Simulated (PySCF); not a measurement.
# Structure elucidation problem

An unknown has the formula C3H3F3. Its calculated NMR data are:

1H NMR (300 MHz, computed): δ 6.35 (m, 1H), 6.15 (m, 1H), 6.00 (m, 1H).

13C{1H} NMR (computed): δ 135.8 (CH, q, J = 34.4 Hz), 131.8 (C, q, J = 338.0 Hz), 131.0 (CH2, q, J = 5.4 Hz).

Theory: GIAO PBE0/pcSseg-1 shieldings, J: B3LYP/pcJ-1, GFN2-xTB structure, in PySCF 2.14.0 with density-fitted response routines (a single conformation, no relativistic terms, averaged over atoms made equivalent by symmetry, fast rotation or ring inversion, no solvent model).

Referencing at the same level of theory: 1H (31.72 ppm), 13C (186.93 ppm) against TMS.

Question: Propose a structure and justify it.

Answer: 
The formula gives 1 degree of unsaturation (no ring in the answer). 3 carbon signals for 3 carbons: no two carbons are equivalent. Carbon types of the structure: 1 × C, 1 × CH, 1 × CH2, which accounts for all hydrogens. δC 135.8: alkene CH; an sp2 carbon of a C=C bond. δC 131.8: CF3 carbon; 3 electronegative neighbours deshield it. δC 131.0: terminal =CH2 carbon; as expected for a trigonal carbon in a double bond. δH 6.35, 6.00: hydrogen on a terminal =CH2 carbon; olefinic region. δH 6.15: hydrogen on an alkene CH; attached to an sp2 carbon and in the plane of the double bond.

The compound is `C=CC(F)(F)F`.

This is the structure that produced the data.

Common functionals overestimate the size of one-bond C–F couplings by tens of Hz; these are unscaled. Splittings below 1 Hz are ignored in the labels, and close J values are merged. Unscaled 3J(H,H) at this level run about 10 % above measured values. Shifts are as computed. Against solution values, carbons near 30 ppm lie about +3 ppm off and those near 130 ppm about +5 ppm. Of 1211 compounds with measured shifts, 218 miss one by over three times the rms of a fit or turn the order of signals round; such compounds aren't used in these exercises.
